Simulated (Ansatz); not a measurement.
System: fcc Ca. Method: revPBE (Ansatz, a first-principles code, PAW).

Settings: plane-wave cutoff 520 eV, 18×18×18 k mesh, Fermi–Dirac smearing 0.05 eV, scalar-relativistic PAW data made under PBE.

Cell (relaxed at this level):

Ca is modelled in the cubic space group Fm-3m (No. 225), the fcc (Cu type) structure, Pearson symbol cF4. Conventional cell: a = 5.601 Å, b = 5.601 Å, c = 5.601 Å, α = 90.00°, β = 90.00°, γ = 90.00°. Ca on 4a sees 12 Ca at 3.961 Å (cuboctahedral). (Neighbours: up to the widest gap in distance over summed covalent radii, below 1.35, at either atom.)
(The calculation used a cell of 1 atom; values per cell refer to that cell.)

Task: Predict the bulk modulus B0 and pressure derivative B′ of the bulk modulus.

Result: 
- bulk modulus B0 = 16.4 GPa
- pressure derivative B′ of the bulk modulus = 3.3

The run finds no gap.

Measured, for comparison: bulk modulus 18.6 GPa (corrected for temperature and zero-point phonon effects, our sources range from 15.9 to 18.7; as tabulated in Levämäki et al. (2014), arXiv:1402.3671). Computed (rounded) less measured: bulk modulus not scored (sources differ).
